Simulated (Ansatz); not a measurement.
System: rutile TiO₂. Method: LDA (plane waves, PAW; Ansatz, a first-principles code).

Numerical settings: plane-wave cutoff 520 eV, 8×8×8 k mesh, perturbation theory, force constants from a 4×4×4 q mesh, no spin polarisation, scalar-relativistic PAW data made under PBE.

Estimate the high-frequency dielectric constant (mean over three axes), dielectric constant ε0 (ions relaxed) (mean over three axes) and zero-point energy that the calculation returns.


- high-frequency dielectric constant (mean over three axes) = 7.93
- dielectric constant ε0 (ions relaxed) (mean over three axes) = 262
- zero-point energy = 0.070 eV/atom

Measured, for comparison: high-frequency dielectric constant 6.34 (temperature not stated, no zero-point or thermal correction, mean; as tabulated in Skone et al. (2014), arXiv:1501.03184); static dielectric constant 114 (temperature not stated, no zero-point or thermal correction, mean of the two values across and the one along c; as tabulated in Harker's crystal data pages). Computed (rounded) less measured: high-frequency dielectric constant +25 %, static dielectric constant +130 %.

Computing time: very roughly 80 core-minutes.
